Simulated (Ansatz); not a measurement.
## Structure relaxation of Nb2Cl3

All numbers below come from DFT PBE, scalar-relativistic, plane waves, PAW in Ansatz.

The start puts Nb2Cl3 on the A-type sesquioxide structure type (P-3m1, No. 164), with Nb in place of La, Cl in place of O, at a guessed volume.

The final relaxation ran on this input, with the default PAW datasets:

```yaml
crystal:
  lattice:
    - [3.8626467484, 0.0, 0.0]
    - [-1.9313233742, 3.34515021, 0.0]
    - [0.0, 0.0, 8.9437836143]
  atoms:
    - { symbol: Nb, position: [0.3333333333, 0.6666666667, 0.1140497179], spin: -0.34 }
    - { symbol: Nb, position: [0.6666666667, 0.3333333333, 0.8859502821], spin: -0.34 }
    - { symbol: Cl, position: [0.0, 0.0, 0.0] }
    - { symbol: Cl, position: [0.3333333333, 0.6666666667, 0.7072185335] }
    - { symbol: Cl, position: [0.6666666667, 0.3333333333, 0.2927814665] }
basis:
  ecutwfc: 420
kpoints:
  mp_grid: { grid: [12, 12, 4] }
hamiltonian:
  xc: pbe
scf:
  occupations: { method: gaussian, width: 0.1 }
output:
  forces: true
  stress: true
  eigenvalues: true
  populations: true
magnetization:
  spin_polarized: true
relax:
  adjacent_minimum: "off"
  f_tol: 0.01
  max_steps: 80
  cell: { stress_tol: 0.05 }
```

Launched as:

```bash
ansatz run input.yaml --threads 1 --pin off --max-ram 2560MiB --backend cpu --events-out ev --progress --plain --runs-dir out
```

The run took 3.1 min on 1 thread of Arm Neoverse V1, on a shared host, peak memory 0.61 GiB.

The program printed at the end:

```
an SCF from antiferromagnetic starting moments (0.41, -0.41, 0.00, 0.00, 0.00 Bohr magnetons, atom by atom) was not made, so that it is not known whether that order lies lower: the deck asks for what bars it, or types moments that do (magnetization.spin_polarized, in the input reference, names some of the keys), or the run goes by scf.lower_state_search: light, the default, which as a rule tries one only behind a close that has lost an order of both signs, or on which an open d or half-filled 4f shell of a PAW file has lost a moment that was set nearer to Hund's than to what is left; or, under a Hubbard U, one that names an f shell that the input leaves bare beside given moments, or a larger moment for a shell of low spin that is given one. standard, with a start from the atoms, tries one behind each close (in a relaxation, ahead of its steps or at their end). To set out from that order, type those moments (crystal.atoms[].spin; where shells were raised to Hund's moment, beside crystal.symmetry.detect: false) under scf.lower_state_search: light. The bands of the close that named these starting moments, or of the one ahead of a search that led to it (under cold or Methfessel-Paxton smearing those of the Gaussian ahead of it) read a cost of +11.47 meV for the turn to them, carried on from a small turn (+11.47 by the pairs of d shells alone)
SCF converged after 6 iterations
Magnetization: -1.0954 μB (22.9523 up, 24.0477 down)
Absolute magnetization: 1.1034 μB (∫|ρ↑−ρ↓|, with the PAW one-centre terms)
Spin contamination: 0.0129 ħ² per cell (⟨S²⟩ above its minimum at these occupations)
Per-site moments (μB) at R_I (Å): [(-0.325677, 1.012825), (-0.325677, 1.012825), (-0.044748, 1.012825), (-0.013845, 1.133122), (-0.013845, 1.133122)]
Free energy (F): -12344.449959 eV
Harris-Foulkes:  -12344.449959 eV  (|F-HF|=4.91e-11)
Internal energy: -12344.434383 eV  (E = F + TS)
E sigma→0 (E₀):  -12344.442171 eV
Entropy (-TS):   -0.015575 eV (-3.115 meV/atom)
Fermi energy:    9.116011 eV
--- Per-component energies (eV) ---
  E_band       = -407.390232
  E_kinetic    = 1276.710763
  E_local      = -5140.655249  (includes V_loc(G=0)·N_el)
  E_nonlocal   = 330.222591
  E_hartree    = 2062.050622
  E_xc         = -671.031715
  E_vxc        = -790.533342  (∫ρ·V_xc dr)
  E_paw        = -8126.432560  (= ΣΔE_a)
  E_vpaw       = -207.236446  (= ΣTr[D̂ρ^β])
  E_aug_tail   = 0.000285  (compensation charges beyond the density's cutoff)
  E_ewald      = -2075.299120
  E_smearing   = -0.015575  (= −TS)
  E_closure    =  0.000000  (closes the sum)
  Σ components = -12344.449959   (vs F -12344.449959, Δ=0.00e0)
--- Forces (eV/Å), atoms counted from 1 ---
  atom   1  Nb     0.00000000     0.00000000     0.00460652
  atom   2  Nb     0.00000000     0.00000000    -0.00460652
  atom   3  Cl     0.00000000     0.00000000     0.00000000
  atom   4  Cl     0.00000000     0.00000000     0.00203142
  atom   5  Cl     0.00000000     0.00000000    -0.00203142
  max |Σ_I F_I| component: 4.63e-18 eV/Å
--- Stress (GPa, compression-positive) ---
       -0.003501       0.000000       0.000000
        0.000000      -0.003501       0.000000
        0.000000       0.000000       0.020663
  P = ⅓ Tr σ = 0.0046 GPa (0.046 kbar)
  k-point 0 ↑: bands = ["-46.5026", "-46.4107", "-22.7126", "-22.6936", "-22.6936", "-22.5357", "-22.5357", "-22.3125", "-10.7226", "-7.7714", "-7.7233", "0.1548", "0.1548", "0.3025", "3.5322", "4.2817", "4.2817", "4.6163", "4.6759", "4.6759", "6.6925", "6.6925", "8.9987", "9.3127", "9.6870", "9.6870", "10.4073", "10.4073", "11.0615"]
  k-point 1 ↑: bands = ["-46.5026", "-46.4107", "-22.7126", "-22.6936", "-22.6936", "-22.5357", "-22.5357", "-22.3125", "-10.7225", "-7.7930", "-7.7014", "0.1547", "0.1547", "0.2899", "3.6634", "4.2898", "4.2898", "4.4684", "4.6662", "4.6662", "6.6933", "6.6933", "9.0013", "9.3566", "9.6912", "9.6912", "10.4084", "10.4084", "11.2221"]
  k-point 2 ↑: bands = ["-46.5026", "-46.4107", "-22.7126", "-22.6936", "-22.6936", "-22.5357", "-22.5357", "-22.3125", "-10.7223", "-7.8072", "-7.6869", "0.1547", "0.1547", "0.2775", "3.8758", "4.2400", "4.2983", "4.2983", "4.6560", "4.6560", "6.6941", "6.6941", "9.0074", "9.3930", "9.6954", "9.6954", "10.4095", "10.4095", "11.4636"]
  k-point 68 ↓: bands = ["-46.7168", "-46.7168", "-23.1730", "-23.0947", "-23.0947", "-22.7989", "-22.7109", "-22.7109", "-10.4452", "-7.5655", "-7.5655", "0.2242", "0.2242", "0.9740", "3.2137", "3.5306", "3.5758", "3.5758", "3.7820", "3.7820", "7.6178", "7.6178", "7.7442", "9.2001", "9.2001", "10.3620", "10.7550", "10.8299", "10.8299"]
--- Relaxed structure (4 steps of the walk, 3 accepted, 1 SCFs on fresh bases) ---
  F+E_penalty+E_count = -12344.44995892 eV   max|allowed force component| = 4.607e-3 eV/Å   (the final SCF, on the basis selected at the relaxed cell)
  cell:  # Å, volume = 116.5085 Å³
    - [3.874873, 0.0, 0.0]
    - [-1.937437, 3.355739, 0.0]
    - [0.0, 0.0, 8.960080]
  atoms:
    - { symbol: Nb, position: [0.333333, 0.666667, 0.112925] }
    - { symbol: Nb, position: [0.666667, 0.333333, 0.887075] }
    - { symbol: Cl, position: [0.000000, 0.000000, 0.000000] }
    - { symbol: Cl, position: [0.333333, 0.666667, 0.709171] }
    - { symbol: Cl, position: [0.666667, 0.333333, 0.290829] }
--- Löwdin populations: 5 sites ---
  site symbol q [e]    m [muB]
     0     Nb     12.7128    -0.5041
     1     Nb     12.7128    -0.5041
     2     Cl      6.6299    -0.0019
     3     Cl      7.2913    -0.0195
     4     Cl      7.2913    -0.0195
  spilling = 0.007700 (of n_electrons = 47.000000)
```

Total energies depend on the potentials used, so only differences within one code and one set of settings carry meaning.

The result has space group P-3m1 (No. 164). Nb has 3 Cl at 2.46 Å, 3 Cl at 2.75 Å and 3 Nb at 3.02 Å; Cl on Wyckoff site a (1 atom of the primitive cell) is coordinated by 6 Nb at 2.46 Å; Cl on Wyckoff site d (2 atoms of the primitive cell) is coordinated by 3 Nb at 2.75 Å.

Against the elements it lies at -0.31 eV/atom. Energies over the elements count from the elements' standard structures at the same level (Cl₂ as a molecule), with no empirical corrections.

For metals, differences of a few meV/atom aren't resolved. Weakly bound directions are ill-defined at this level, which has no dispersion term.

Symmetry constrained the relaxation, so the result can be a saddle point.